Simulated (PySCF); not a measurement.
## NMR parameters from quadrupole coupling constants

Compound: 2-methyl-1-butanol, C₅H₁₂O.
Cartesian coordinates in Å at the PBE0-D3(BJ)/def2-SVP level; atoms count from 1:
```xyz
18
C5H12O angstrom
C      2.090   -0.002    0.383
C      0.901   -0.613   -0.340
C     -0.465   -0.269    0.257
C     -1.578   -1.025   -0.461
C     -0.735    1.237    0.258
O     -0.641    1.824   -1.014
H      2.084   -0.257    1.456
H      3.039   -0.366   -0.038
H      2.098    1.095    0.300
H      0.908   -0.287   -1.394
H      1.004   -1.712   -0.358
H     -0.469   -0.584    1.318
H     -1.416   -2.113   -0.420
H     -2.565   -0.815   -0.018
H     -1.621   -0.754   -1.530
H      0.008    1.751    0.887
H     -1.724    1.426    0.722
H     -1.315    1.428   -1.576
```

Computed at PBE0/pcSseg-1 (PySCF, non-relativistic):

```tsv
atom	environment	nucleus	spin I	Q (b)	CQ = χzz (MHz)	η
O6	alcohol oxygen	17O	5/2	-0.0256	11.651	0.894
```

Question: Work back to Vxx, Vyy and Vzz; CQ/MHz = 234.96 (Q/b)(Vzz/au).

Answer: The tensor is traceless, so η fixes the two smaller values:

```json
{"atom": "O6", "Vxx (au)": "0.102", "Vyy (au)": "1.835", "Vzz (au)": "-1.937", "Vzz (10²¹ V/m²)": "-18.82"}
```

Question: PQ = |CQ|√(1 + η²/3), νQ = 3|CQ|/[2I(2I − 1)], ν0 = |g|·7.62259 MHz/T·B with g(17O) = −0.75752: values at 7.05 T?

Answer: 
```json
{"atom": "O6", "PQ (MHz)": "13.11", "νQ (MHz)": "1.748", "ν0 (MHz)": "40.71", "νQ/ν0": "0.043"}
```

For O6: PQ = 11.65 × 1.1254, νQ = 11.65 × 0.1500, ν0 = 5.7742 MHz/T × 7.05 T.

Question: Second-order quadrupolar shift of the central transition's centre of gravity (half-integer spins, νQ < ν0/10) at 7.05, 14.1 and 18.8 T.

Answer: From −(3/40)(PQ/ν0)²[I(I + 1) − 3/4]/[I(2I − 1)]², which goes as 1/B² (ppm):

```json
{"site": "17O at O6", "7.05 T": "-623", "14.1 T": "-156", "18.8 T": "-87.5"}
```

Solvent, lattice and vibrations would change these gradients. Isolated species at its PBE0-D3(BJ)/def2-SVP geometry (one conformer only). The small basis limits the accuracy of the gradients.
